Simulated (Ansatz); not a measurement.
Born–Oppenheimer molecular dynamics of CH₆OSi (9 atoms, charge 0, multiplicity 1). It goes on from the last frame of an earlier run, with new velocities.

Theory: Ansatz, RKS CAM-B3LYP-D4/6-31G.

* ensemble: NVE (velocity Verlet)
* time step: 0.5 fs
* steps asked: 150
* starting velocities drawn for: 1500 K
* masses: H 10 u
* seed: 676412

First frame:

```xyz
9
Properties=species:S:1:pos:R:3
Si 0.006 -0.004 -0.043
O 0.042 -0.301 1.683
C -1.120 -0.363 2.538
H -1.880 -0.994 2.092
H -0.779 -0.798 3.478
H -1.575 0.626 2.737
H 1.468 0.171 -0.426
H -0.850 1.212 -0.413
H -0.627 -1.183 -0.822
```

(1) How far do the bonds stretch over the last three quarters of this one trajectory? (Pairs bonded in most of those frames.)

Answers

(1) 
| bond | mean (Å) | spread (Å) | shortest | longest |
| --- | --- | --- | --- | --- |
| Si1–O2 | 1.752 | 0.035 | 1.69 | 1.80 |
| Si1–H7 | 1.539 | 0.086 | 1.39 | 1.65 |
| Si1–H8 | 1.502 | 0.036 | 1.45 | 1.56 |
| Si1–H9 | 1.503 | 0.073 | 1.39 | 1.62 |
| O2–C3 | 1.449 | 0.033 | 1.39 | 1.50 |
| C3–H4 | 1.097 | 0.037 | 1.03 | 1.15 |
| C3–H5 | 1.093 | 0.032 | 1.04 | 1.14 |
| C3–H6 | 1.123 | 0.071 | 1.00 | 1.22 |

Mean temperature of the second half: 846 K. The conserved energy stayed within 0.17 meV per atom of its start (net change 0.053 meV per atom), so the integration is sound. Over the second half the temperature averaged 0.56 of the 1500 K drawn at the start: a run that starts near a minimum puts about half its kinetic energy into the potential. A run of 0.075 ps of so small a system gives no equilibrium averages. Limits of this set-up: no polarisation functions.

The run took 2.8 min on 1 thread of Intel(R) Xeon(R) 6975P-C (Granite Rapids) (shared host), peak memory 0.12 GiB.
